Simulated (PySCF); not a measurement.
# LiH₂⁻: breathing scan

Computed with PBE0 in PySCF with Li def2-TZVPD, H def2-TZVPD; no relativity; density-fitted integrals.

Rigid scan from the singlet minimum (Li–H 1.732 Å (×2); H–Li–H 180.0°). Coordinate: all bonds to the central atom scaled together. Energies in kJ/mol from the minimum.

Task: Predict the curve at 0.88, 0.92, 0.96, 1.00, 1.04, 1.08, 1.14, 1.22, 1.35.

Result: 
```tsv
scale of all bonds to the centre	E (kJ/mol)
0.88	21.2
0.92	8.7
0.96	2.0
1.00	0.0
1.04	1.6
1.08	6.2
1.14	17.2
1.22	37.2
1.35	76.7
```

The scan took 1.6 s on 2 threads of a shared Arm Neoverse V2 host; the process peaked at 0.43 GiB. Launch command: `OMP_NUM_THREADS=2 python axn.py task.json out`.
